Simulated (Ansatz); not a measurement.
Process, species as SMILES: [CH2]/C=C\C=C -> [CH]1CC12CC2

Wanted: isomerisation energy (enthalpy at 298 K), in kcal/mol. Set-up: UHF or UKS for open shells; 6-311+G** with 5d; LANL2DZ all-electron up to Ne; spin-orbit terms left out; 6-31G* and kin with 6d, 5d where marked; non-relativistic. Ab initio and DFT rows: single points at B3LYP-D3(BJ) geometries (Ansatz, a quantum-chemistry and plane-wave program), with unscaled harmonic terms from B3LYP/6-31G* at its own minima. A UHF reference is markedly spin-contaminated in at least one set, which strains HF and MP2.

```tsv
level	program	isomerisation energy (enthalpy at 298 K) (kcal/mol)
HF/3-21G	Ansatz	72.7
HF/LANL2DZ	Ansatz	70.5
HF/6-31G*	Ansatz	56.7
HF/6-311+G**	Ansatz	59.6
```

No value to compare with is used here. The 4 habitual levels span 56.7 (HF/6-31G*) to 72.7 kcal/mol (HF/3-21G).

The sets are all those run for this method; runs whose electronic state is in doubt are left out.
